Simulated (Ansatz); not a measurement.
in.yaml

```yaml
crystal:
  periodic: [false, false, false]
  atoms:
    - {symbol: Al, position_ang: [0.000000, 0.006918, 1.305970]}
    - {symbol: P, position_ang: [0.000000, -0.101569, -1.083249]}
    - {symbol: H, position_ang: [0.000000, 2.935999, -1.671483]}
basis:
  gaussian: {orbitals: 6-31G}
magnetization: {spin_polarized: false, initial_magnetization: 3}
correlation: {method: fic_mrcisd_q, electrons: outside_noble_gas, active_space: {window: {electrons: 5, orbitals: 5}}}
```

```sh
$ ansatz run in.yaml --threads 1 --pin off --events-out ev --progress --plain --max-ram 2393MiB
```

Output:

```
311 factors; integrals over basis functions are off by at most 2.0e-4 eV
mean field evaluation 1: about -15862.9569 eV, gradient 8.3e0 eV
mean field evaluation 2: about -15862.9599 eV, gradient 8.3e0 eV
mean field evaluation 4: about -15864.9894 eV, gradient 3.5e0 eV
mean field evaluation 8: about -15865.1996 eV, gradient 3.2e-1 eV
mean field evaluation 16: about -15865.1887 eV, gradient 1.0e-1 eV
mean field evaluation 32: about -15865.1397 eV, gradient 2.2e-4 eV
mean field evaluation 64: about -15865.6702 eV, gradient 1.4e-1 eV
mean field evaluation 96: about -15865.6680 eV, gradient 1.5e-1 eV
mean field evaluation 128: about -15865.1397 eV, gradient 3.8e-3 eV
mean field evaluation 160: about -15865.1881 eV, gradient 8.3e-3 eV
mean field -15865.66962002 eV, -583.0526043985 hartree, gradient 2.2e-6 eV, S^2 3.750000; 16 other end points of the search recorded, 0 dependent functions left out
reference -15865.66962002 eV, -583.0526043985 hartree; 16, 13 occupied and 12, 15 virtual orbitals, 311 factors
state -15866.01209056 eV, -583.0651899590 hartree
...
contracted CI cycle   2: correlation -1.45179700 eV, -0.0533525558 hartree, residual 1.77e0 eV
contracted CI cycle   3: correlation -1.58386262 eV, -0.0582058776 hartree, residual 5.96e-1 eV
contracted CI cycle   4: correlation -1.59818736 eV, -0.0587323021 hartree, residual 2.42e-1 eV
contracted CI cycle   5: correlation -1.60091646 eV, -0.0588325947 hartree, residual 1.12e-1 eV
contracted CI cycle   6: correlation -1.60146072 eV, -0.0588525960 hartree, residual 4.70e-2 eV
contracted CI cycle   7: correlation -1.60154660 eV, -0.0588557521 hartree, residual 1.69e-2 eV
contracted CI cycle   8: correlation -1.60155687 eV, -0.0588561293 hartree, residual 6.73e-3 eV
contracted CI cycle   9: correlation -1.60155862 eV, -0.0588561937 hartree, residual 3.20e-3 eV
contracted CI cycle  10: correlation -1.60155903 eV, -0.0588562089 hartree, residual 1.53e-3 eV
contracted CI cycle  11: correlation -1.60155912 eV, -0.0588562121 hartree, residual 7.67e-4 eV
state -15865.94160605 eV, -583.0625997007 hartree; corrected -15867.67116835 eV, -583.1261599431 hartree
state -15865.94160605 eV, -583.0625997007 hartree; corrected -15867.67116835 eV, -583.1261599431 hartree
WARN: the results are in doubt because another end's mean lies 0.070 eV lower, and its corrected mean 0.039 eV higher
Total energy: -15867.67116835 eV, -583.1261599431 hartree
In doubt: another end's mean lies 0.070 eV lower, and its corrected mean 0.039 eV higher
```

For the same geometry and basis full CI lies 73.3 meV lower.

Ran on 1 thread of Arm Neoverse V2, shared host: 2.4 s wall, 0.2 GiB peak host memory.
